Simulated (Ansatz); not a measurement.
# CH2B (quartet): the correlation ladder at scale of all distances = 1.319, 6-31G

Aim: climb from Hartree-Fock through coupled cluster and multireference methods for CH2B (quartet) at one geometry and basis, and see what each rung misses.

Computed with Ansatz 0.2.0, Gaussian basis. Level: 6-31G, core rule «outside noble gas», up to 2 orbitals frozen.

The runs, in order: UHF; CCSD(T) on ROHF; CCSD(T) on UHF; BCCD(T) on ROHF; CISD as a restricted active space (open shells left free, so some higher excitations enter); CCSDT(Q) on ROHF; CCSDT(Q) on UHF; CASSCF and MRCISD+Q, 5 electrons in 5 orbitals; CASSCF and NEVPT2, 5 electrons in 5 orbitals; CASSCF and MRCISD+Q, 9 electrons in 10 orbitals; CASSCF and NEVPT4(SD), 9 electrons in 10 orbitals; CASSCF and NEVPT2, 9 electrons in 10 orbitals; Full CI.

15 further runs of the same task are left out: 13 that didn't finish, 2 set aside as unsound or not needed. Runs told in other sessions of the task aren't counted.

## Step 1: The system

The geometry derives from a PBE0/def2-TZVP stationary point (not a proven minimum). All distances are scaled together.

4 atoms, charge 0, spin multiplicity 4.

Atoms are counted from 1 here; the program's logs count them from 0.

No contacts short enough for the rule that draws bonds.

Geometry (Å):

```
B     0.0000    0.0000    1.1856
C     0.0000    0.0000   -0.8001
H     0.0000   -1.2039   -1.5912
H     0.0000    1.2039   -1.5912
```

## Step 2: UHF

The input, in.yaml:

```yaml
crystal:
  periodic: [false, false, false]
  atoms:
    - {symbol: B, position_ang: [0.000000, 0.000000, 1.185560]}
    - {symbol: C, position_ang: [0.000000, 0.000000, -0.800070]}
    - {symbol: H, position_ang: [0.000000, -1.203857, -1.591210]}
    - {symbol: H, position_ang: [0.000000, 1.203857, -1.591210]}
basis:
  gaussian: {orbitals: 6-31G}
magnetization: {spin_polarized: true, initial_magnetization: 3}
hamiltonian: {xc: hf}
output: {orbitals: {seedname: orbitals}}
```

On the command line:

```
$ ansatz run in.yaml --threads 1 --pin off --events-out ev --progress --plain --max-ram 2393MiB
```

After this run come: CCSD(T) on ROHF; CCSD(T) on UHF; BCCD(T) on ROHF; CISD as a restricted active space (open shells left free, so some higher excitations enter); CCSDT(Q) on ROHF; CCSDT(Q) on UHF; CASSCF and MRCISD+Q, 5 electrons in 5 orbitals; CASSCF and NEVPT2, 5 electrons in 5 orbitals; CASSCF and MRCISD+Q, 9 electrons in 10 orbitals; CASSCF and NEVPT4(SD), 9 electrons in 10 orbitals; CASSCF and NEVPT2, 9 electrons in 10 orbitals; Full CI.

Q: Predict the results of all the runs planned. Wanted: FCI from the RHF energy; RMP2 from FCI; UMP2 from FCI; RCCSD from FCI; RCCSD(T) from FCI; UCCSD(T) from FCI; RCCSDT(Q) from FCI; UCCSDT(Q) from FCI; NEVPT2 pair from FCI.

The runs gave:

| quantity | value |
| --- | --- |
| FCI from the ROHF energy | -4.1990 eV |
| RMP2 from FCI | +26.60 kcal/mol |
| UMP2 from FCI | +27.42 kcal/mol |
| RCCSD from FCI | +4.17 kcal/mol |
| RCCSD(T) from FCI | +1.06 kcal/mol |
| UCCSD(T) from FCI | +1.16 kcal/mol |
| RCCSDT(Q) from FCI | +0.02 kcal/mol |
| UCCSDT(Q) from FCI | 0.00 kcal/mol |
| NEVPT2 pair from FCI | +23.22 kcal/mol |
| MRCISD+Q pair from FCI | +0.53 kcal/mol |
| NEVPT2 valence from FCI | +6.10 kcal/mol |
| levels within 1 kcal/mol (43 meV) | RCCSDT, UCCSDT, RCCSDT(Q), UCCSDT(Q), MRCISD+Q pair, MRCISD valence, MRCISD+Q valence |
| T1 diagnostic | 0.038 |
| effectively unpaired electrons | 3.10 |

In words: RCCSD(T) misses by +1.06 kcal/mol, 1.1 % of the correlation energy. One determinant dominates. Of the multireference levels listed MRCISD+Q valence comes nearest in total energy (+0.45 kcal/mol), which doesn't show that its space is the better one. These misses are within one basis, not against nature; the frozen cores of restricted and unrestricted runs differ, which can shift their rows.

Levels on UHF freeze UHF's core orbitals, full CI those of ROHF, so the U rows can settle a little off it for that reason alone.

With open shells the CI space here admits some higher excitations, so it is larger than plain CISD.
